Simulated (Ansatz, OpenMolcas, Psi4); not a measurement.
**How methods differ on C2H6Si (vinylsilane)**

C2H6Si has 9 atoms, charge 0, and is taken as a singlet. SMILES: `C=C[SiH3]`. Geometry: relaxed at PBE0-D4/def2-TZVP.

```xyz
9

C    -0.7137    0.8702   -1.0483
C    -0.0713    0.7125    0.1056
Si    0.5606   -0.9320    0.7001
H    -0.9057    0.0330   -1.7139
H    -1.0767    1.8386   -1.3815
H     0.0894    1.5920    0.7276
H     2.0358   -0.8939    0.8938
H     0.2234   -1.9724   -0.3073
H    -0.0532   -1.2943    2.0067
```

Quantity: the energy change with the Si3–H8 bond stretched from 1.487 to 1.933 Å, in eV. The values are calculated.

```tsv
level	kind	program	value (eV)	CPU time (all runs)
HF/6-311+G** (restricted)	Hartree–Fock	Ansatz	1.13	4 s
revPBE/6-311+G** (restricted)	GGA	Ansatz	0.88	8.3 s
TPSS/6-311+G** (restricted)	meta-GGA	OpenMolcas	0.98	1.8 min
M06-2X/6-311+G** (restricted)	hybrid meta-GGA	OpenMolcas	1.05	94 s
CAM-B3LYP/6-311+G** (restricted)	range-separated hybrid	Ansatz	1.03	10 s
wB97X/6-311+G** (restricted)	range-separated hybrid	Ansatz	1.03	27 s
B2PLYP/6-311+G** (restricted)	double hybrid	OpenMolcas	1.04	67 s
RPA@PBE/6-311+G** (restricted)	RPA	Ansatz	1.02	15 s
OMP2/6-311+G** (density fitting for correlation) (restricted)	perturbation theory	Psi4	1.09	47 s
CCSD/6-311+G** (restricted)	coupled cluster or CI	Ansatz	1.05	20 s
```

The first shape isn't each level's own minimum. The values span 0.88 to 1.13 eV. Times are those of the runs behind each value, whatever else they computed, on shared processors of several kinds: orders of magnitude only.
